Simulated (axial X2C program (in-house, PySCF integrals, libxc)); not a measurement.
# All-electron X2C curves of ClLi

What are the state, bond length, wavenumber and bond energy of ClLi?

Program: an in-house X2C program for linear molecules on PySCF integrals. Level of theory: all-electron X2C, Cl dyall-av3z, Li dyall-cv3z. These are calculated values, not measurements.

## (1) Input

Contents of task.json:

```json
{"zs": [17, 3], "q": 0, "bas": ["dyall-av3z", "dyall-cv3z"], "levels": ["PBE0", "HF", "TPSS"], "cc": true, "r0": 2.32, "thr": -2.0, "nmax": 90, "npts": 10, "nst": 2, "ntry": 6}
```

Keys: zs atomic numbers; q charge; bas basis sets; levels methods (HF also brings MP2); cc coupled cluster on or off; r0 starting distance in Å; thr threshold in hartree for freezing inner shells (an s shell follows its p shell); nmax most natural virtual spinors; npts points asked for on the curve; nst determinants followed; ntry starts of the search.

The run is started by

```sh
$ python so2c.py task.json out
```

Two-component (2c) means X2C with spin–orbit coupling and atomic mean-field two-electron Coulomb and Gaunt terms. Basis: Cl dyall-av3z contracted to [9s8p3d2f], Li dyall-cv3z contracted to [7s8p2d]; Gaussian nuclei, density fitting. Masses: Cl 34.969 u, Li 7.016 u.

Notation: σ, π±, δ± give the projection m of an orbital's angular momentum (0, ±1, ±2), α and β its spin, Λ and M_S the sums; ω is the projection of a spinor's total angular momentum and Ω the sum. Logs are in hartree.

The results follow Hamiltonian by Hamiltonian and level by level.

## (2) Search for the lowest determinant

PBE0 moves the distance from 2.320 Å to 2.023 Å and compares determinants there.

Two-component determinants:

| ΔE (eV) | state | open shells |
| --- | --- | --- |
| 0.00 | Ω = 0 | closed shell |
| 5.23 | Ω = 2 | excess of +ω over −ω: ω = 1/2, ω = 3/2 |
| 5.25 | Ω = 1 | excess of +ω over −ω: ω = -1/2, ω = 3/2 |
| 5.32 | Ω = 1 | excess of +ω over −ω: 2 × ω = 1/2 |
| 6.65 | Ω = 3 | excess of +ω over −ω: 2 × ω = 3/2 |
| 6.72 | Ω = 1 | excess of +ω over −ω: ω = -1/2, ω = 3/2 |
| 6.77 | Ω = 2 | excess of +ω over −ω: ω = 1/2, ω = 3/2 |

## (3) PBE0, 2c

State followed: Ω = 0 (closed shell). The scan is laid around 2.023 Å, a first estimate of the minimum, and this SCF restarts from the orbitals of the search.

The SCF at the reference distance of 2.023 Å:

```text
two-component X2C + atomic mean field  PBE0
basis functions 103  fitting functions 494  grid points 4361
iter        total energy     max residual
   1       -468.999889984     8.99e-06
   2       -468.999889984     5.11e-06
converged
one-electron -675.45336999  Coulomb 223.35439935  exact exchange -7.38818366  xc functional -22.77761911  nuclear repulsion 13.34060196  atomic mean-field constant -0.07571853
```

Along the bond, energies from the lowest point:

```
R (Å)  E (eV)  μ (D)  HOMO (eV)  LUMO (eV)  iterations
1.760  0.4331   5.93      -7.59      -1.14          16
1.841  0.1813   6.25      -7.44      -1.19          14
1.902  0.0720   6.50      -7.33      -1.23          12
1.962  0.0153   6.75      -7.23      -1.27          11
2.023  0.0000   7.00      -7.13      -1.32           2
2.094  0.0225   7.30      -7.02      -1.38          11
2.165  0.0782   7.60      -6.91      -1.44          11
2.256  0.1844   8.00      -6.78      -1.53          11
2.367  0.3496   8.49      -6.63      -1.63          12
2.529  0.6271   9.22      -6.42      -1.80          13
```

Dipoles are positive if Li is the positive end.

Outer spinors at the reference distance:

| ω | occupied | ε (eV) | atomic character | λ mixture |
| --- | --- | --- | --- | --- |
| 1/2 | yes | -20.13 | 82% Cl s, 9% Li p, 5% Li d | 100% σ |
| 1/2 | yes | -7.81 | 89% Cl p, 6% Li p, 4% Li s | 99% σ, 1% π |
| 1/2 | yes | -7.20 | 91% Cl p, 5% Li p, 4% Li d | 99% π, 1% σ |
| 3/2 | yes | -7.13 | 91% Cl p, 5% Li p, 4% Li d | 100% π |
| 1/2 | no | -1.32 | 65% Li s, 24% Li p, 5% Cl p | 100% σ |
| 1/2 | no | 0.16 | 92% Li p, 4% Cl p, 2% Li d | 100% π |
| 3/2 | no | 0.16 | 92% Li p, 4% Cl p, 2% Li d | 100% π |
| 1/2 | no | 0.53 | 92% Li p, 4% Li s, 3% Cl s | 100% σ |

PBE0 fields in the half plane through the axis: z from -2.4 to 4.2 Å across, distance from the axis 0.15 to 2.25 Å upwards; Cl lies at z = 0 and Li at z = 2.023 Å; the ELF is damped to zero where the density is low.

log10 density (e/bohr³). Ten even steps from '0' (-7.18 ) to '9' (1.28 ):
```
23334444444444433322211
33444455555554443332211
33445555555555444332211
34455566666655544432211
44455667776665554433211
44556677777666665443210
44566777877766776543210
44566778987777887653210
```

ELF. Ten even steps from '0' (0.00 ) to '9' (1.00 ):
```
00000001111100000000000
00000122232221000000000
00001344554433100000000
00023566766654100000000
00135778887763000000000
00246888888860000000000
01257883038850699400000
01357863736841999900000
```

Re = 2.019 Å, ωe = 644 cm⁻¹, ωexe = 4.57 cm⁻¹, Be = 0.7078 cm⁻¹, De = 4.70 eV, μ = 6.98 D.

## (4) HF, 2c

Output at 2.023 Å:

```text
two-component X2C + atomic mean field  HF
basis functions 103  fitting functions 494  grid points 4361
iter        total energy     max residual
   1       -468.386821864     1.26e-01
   2       -468.393822783     5.13e-03
   3       -468.393948807     1.61e-03
   4       -468.393954575     4.12e-04
   5       -468.393955033     5.11e-05
   6       -468.393955054     1.66e-05
   7       -468.393955055     2.85e-06
converged
one-electron -675.37823248  Coulomb 223.30615130  exact exchange -29.58675730  xc functional 0.00000000  nuclear repulsion 13.34060196  atomic mean-field constant -0.07571853
```

Re = 2.037 Å, ωe = 641 cm⁻¹, ωexe = 4.45 cm⁻¹, Be = 0.6955 cm⁻¹, De = 3.55 eV, μ = 7.34 D.

## (5) TPSS, 2c

Output at 2.023 Å:

```text
two-component X2C + atomic mean field  TPSS
basis functions 103  fitting functions 494  grid points 4361
iter        total energy     max residual
   1       -469.193717099     2.52e-02
   2       -469.194203996     2.16e-03
   3       -469.194214508     1.03e-03
   4       -469.194216611     2.66e-04
   5       -469.194216715     3.36e-05
   6       -469.194216725     3.59e-05
   7       -469.194216729     3.82e-06
converged
one-electron -675.42309661  Coulomb 223.32550738  exact exchange 0.00000000  xc functional -30.36151093  nuclear repulsion 13.34060196  atomic mean-field constant -0.07571853
```

Re = 2.028 Å, ωe = 632 cm⁻¹, ωexe = 4.31 cm⁻¹, Be = 0.7016 cm⁻¹, De = 4.77 eV, μ = 6.94 D.

## (6) MP2 and beyond, 2c

Correlated methods: 8 electrons correlated (frozen shells, counted by type: Cl 2 s, 1 p; Li 1 s), 170 virtual spinors in MP2, 84 natural virtuals in coupled cluster.

Output of the correlated part at 2.023 Å:

```text
correlated 8  virtual 170  natural virtual 84  E(MP2) -0.208845811  MP2 remainder -0.000686730
iter   CCSD correlation   residual
   1     -0.219723259   6.42e-02
   2     -0.223578958   1.76e-02
   3     -0.223743505   3.66e-03
   4     -0.223726271   1.00e-03
   5     -0.223729910   1.97e-04
   6     -0.223728859   5.82e-05
   7     -0.223729156   1.36e-05
   8     -0.223729186   2.41e-06
   9     -0.223729173   5.38e-07
(T) -0.009135605  T1 0.0059  D1 0.0064  max T2 0.035
```

T1 in the output is the amplitude norm over the root of the electron number; divide by √2 for the Lee–Taylor value.

MP2: Re = 2.046 Å, ωe = 628 cm⁻¹, Be = 0.6893 cm⁻¹, De = 4.79 eV.

CCSD: Re = 2.042 Å, ωe = 631 cm⁻¹, ωexe = 4.43 cm⁻¹, Be = 0.6917 cm⁻¹, De = 4.60 eV. T1 at Re = 0.004 (Lee–Taylor, the printed value over √2).

CCSD(T): Re = 2.045 Å, ωe = 627 cm⁻¹, ωexe = 4.43 cm⁻¹, Be = 0.6898 cm⁻¹, De = 4.68 eV. T1 at Re = 0.004 (Lee–Taylor, the printed value over √2).

## (7) The 2c curves together

Energy (eV) of the followed determinant, 2c, from each level's lowest point:

| R (Å) | PBE0 | HF | MP2 | CCSD | CCSD(T) | TPSS |
| --- | --- | --- | --- | --- | --- | --- |
| 1.760 | 0.433 | 0.500 | 0.517 | n/a | n/a | 0.451 |
| 1.841 | 0.181 | 0.221 | 0.234 | 0.228 | 0.232 | 0.195 |
| 1.902 | 0.072 | 0.096 | 0.105 | 0.101 | 0.104 | 0.081 |
| 1.962 | 0.015 | 0.026 | 0.031 | 0.029 | 0.030 | 0.020 |
| 2.023 | 0.000 | 0.000 | 0.000 | 0.000 | 0.000 | 0.000 |
| 2.094 | 0.022 | 0.013 | 0.007 | 0.009 | 0.007 | 0.017 |
| 2.165 | 0.078 | 0.060 | 0.049 | 0.053 | 0.050 | 0.067 |
| 2.256 | 0.184 | 0.159 | 0.140 | 0.147 | 0.141 | 0.167 |
| 2.367 | 0.350 | 0.319 | 0.291 | n/a | n/a | 0.324 |
| 2.529 | 0.627 | 0.593 | 0.552 | n/a | n/a | 0.591 |

Time for the job: 50 s (1 thread of AMD EPYC 7B13 (Zen 3), shared host); peak memory 0.43 GiB.

## (8) Constants

Lowest determinant that the search found at its distance, 2c: Ω = 0 (closed shell).

```
Hamiltonian    level  Re (Å)  ωe (cm⁻¹)  De (eV)  μ (D)
         2c     PBE0   2.019        644     4.70   6.98
         2c       HF   2.037        641     3.55   7.34
         2c      MP2   2.046        628     4.79    n/a
         2c     CCSD   2.042        631     4.60    n/a
         2c  CCSD(T)   2.045        627     4.68    n/a
         2c     TPSS   2.028        632     4.77   6.94
```

Dipoles are positive if Li is the positive end.

Time per point (s) on 1 thread of AMD EPYC 7B13 (Zen 3), shared host (2c runs; CCSD comes with the CCSD(T) run); the times are rough: PBE0 0.21, HF 0.084, MP2 0.13, CCSD(T) 1.7, TPSS 0.37.

In words: Bond lengths run from 2.019 Å (2c PBE0) to 2.046 Å (2c MP2).

De refers to Cl + Li, each in the lowest determinant found, which need not be this curve's own limit. The state is a single determinant with fixed occupations, the lowest that a limited PBE0 search found. The closed shell is kept restricted; where the fragments are open shells, the energy then runs too high at long range. Dissociation energies refer to the lowest single-determinant-based atoms at the same level and basis. Coupled cluster ran in a truncated set of natural virtual spinors; the MP2 energy of the rest was added. The meta-GGAs lack a current-density term, which matters for open shells with orbital currents, atoms included.
